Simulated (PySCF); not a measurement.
Computed with PBE0-D4/def2-TZVP (PySCF). Isolated molecules, 0 K electronic values unless said otherwise. One relaxed conformer stands for a flexible species; it need not be the lowest. 

Reference species (SMILES): `[CH2]C` (neutral, multiplicity 2).

```json
{
  "highest_occupied_spin_orbital": "-5.93 eV"
}
```

Changed species: `C(=C)C[O]` (C–C–C–O torsion 0°) (radical fragment; the reference has radical fragment).

Question: Predict the effect on the highest occupied spin orbital.

Answer: the highest occupied spin orbital decreases by 1.74 eV, to -7.67 eV.
